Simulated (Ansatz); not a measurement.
We consider pyrite PtSb₂, described by PBE (Ansatz, a program for electronic structure, plane waves, PAW).

Settings: plane-wave cutoff 520 eV, 6×6×6 k mesh, Fermi–Dirac smearing 0.01 eV, scalar-relativistic PAW data made under PBE.

Shape and atoms are relaxed at each volume.

Pressure at four volumes; x = ln(V/23.445 Å³). One pressure is withheld.

| V (Å³/atom) | x | P (GPa) |
|---|---|---|
| 22.507 | -0.0408 | ? |
| 22.976 | -0.0202 | 2.25 |
| 23.445 | 0.0000 | 0.01 |
| 24.383 | 0.0392 | -3.71 |

**Question.** Pass a parabola P(x) through the three rows shown, estimate the bulk modulus and its pressure derivative near zero pressure, and predict the withheld pressure.

**Answer.** Slopes between the rows: (0.01 − (2.25))/(0.0000 − (-0.0202)) = -110.89 and (-3.71 − (0.01))/(0.0392 − (0.0000)) = -94.90 GPa. Their difference over the span 0.0594 is c = 15.99/0.0594 = 269.2 GPa, so P(x) = 2.25 + (-110.89)(x − (-0.0202)) + 269.2 (x − (-0.0202))(x − (0.0000)). At the middle row B = −dP/dx = −[-110.89 + 269.2 × 0.0202] = 105.5 GPa, and B′ = dB/dP = 2c/B = 5.1. At x = -0.0408 the parabola gives 4.76 GPa; the run gives 4.78 GPa. The Birch–Murnaghan fit to the energies at all volumes has B0 = 105 GPa and B′ = 5.3.

Note: this level leaves the solid without a gap, although one is measured.

Spin–orbit coupling is not included.
